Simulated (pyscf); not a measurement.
**Multi-bond step: HCl + Cl–In [singlet] + HF → Cl–InH–Cl + HF**

Gas phase, singlet surface, charge 0. Bonds broken: Cl1–H4, F5–H6. Bonds formed: Cl1–In2, In2–H6, H4–F5. PySCF, gas phase, ωB97X-D3(BJ)/def2-SVP geometries. Correlated levels are frozen-core, on RHF or UHF. ΔMP2 is the change of the MP2 total energy from the triple- to the quadruple-zeta basis.

Transition state (Å):

```xyz
6

Cl     0.7952    -0.8746    -1.3404
In    -0.0669     1.4193    -0.4067
Cl    -0.2131     2.8905    -2.2110
H      0.5869    -1.1116     0.2669
F      0.3460    -0.9168     1.3152
H      0.0363     0.2420     1.0791
```

One imaginary mode, 1371i cm⁻¹; descent along it reached the two sides named, in the forms told below.

| bond | change | reactant side (Å) | saddle | product side |
|---|---|---|---|---|
| Cl1–H4 | breaks | 1.297 | 1.638 | 2.168 |
| F5–H6 | breaks | 0.934 | 1.222 | 3.3 |
| Cl1–In2 | forms | 3.2 | 2.6 | 2.392 |
| In2–H6 | forms | 2.7 | 1.898 | 1.694 |
| H4–F5 | forms | 1.882 | 1.093 | 0.951 |

Electronic energies relative to the separated reactants (kJ/mol):

| level | barrier | reaction energy | reverse barrier |
|---|---|---|---|
| ωB97X-D3(BJ)/def2-TZVP | 59.4 | -56.6 | 116.1 |
| PBE/def2-TZVP | 34.2 | -17.8 | 52.0 |
| r²SCAN/def2-TZVP | 32.7 | -40.6 | 73.3 |
| B3LYP-D3(BJ)/def2-TZVP | 67.7 | -14.3 | 82.0 |
| PBE0-D3(BJ)/def2-TZVP | 49.8 | -35.1 | 85.0 |
| M06-2X/def2-TZVP | 65.4 | -42.7 | 108.1 |
| ωB97M-D3(BJ)/def2-TZVP | 76.0 | -32.4 | 108.3 |
| HF/def2-TZVP | 176.8 | -38.2 | 214.9 |
| MP2/def2-QZVPP | 79.4 | -24.5 | 103.8 |
| CCSD/def2-TZVPP | 110.6 | -26.0 | 136.5 |
| CCSD(T)/def2-TZVPP | 91.6 | -29.0 | 120.6 |
| CCSD(T)/def2-TZVPP + ΔMP2(QZVPP) | 90.0 | -28.3 | 118.3 |

With CCSD(T)/def2-TZVPP + ΔMP2(QZVPP) energies and thermal terms (ideal gas, 1 atm, RRHO with modes under 100 cm⁻¹ raised to 100, one conformer, R ln 2 for chiral ones without a mode under 150 cm⁻¹), in kJ/mol:

```tsv
T (K)	ΔH‡	ΔG‡	ΔH	ΔG
298	81.8	159.4	-29.9	+6.6
600	81.6	238.5	-28.5	+43.2
900	85.3	316.2	-25.8	+78.5
1200	90.3	392.4	-22.8	+112.8
```

On the reactant side the descent ends in a bound adduct, 40.7 kJ/mol under the separated species and 100.1 kJ/mol under the saddle at ωB97X-D3(BJ)/def2-TZVP. On the product side the descent ends in an adduct with a F–In contact, 50.4 kJ/mol under the separated species and 166.5 kJ/mol under the saddle at ωB97X-D3(BJ)/def2-TZVP. This saddle turned up in a search for another step; its sides and bond changes are read from the two ends of the descent. This is the saddle that the search found; another between the same sides may lie lower. The CCSD(T) − MP2 part came from Ansatz, without density fitting, on the same reference. The frozen core leaves the outer d or s,p core shells of the metals and heavy elements correlated in the MP2 and CC values, and def2-TZVPP describes them poorly, which can shift differences by a few kcal/mol. Elements past Kr carry the def2 core potentials, without spin-orbit coupling.
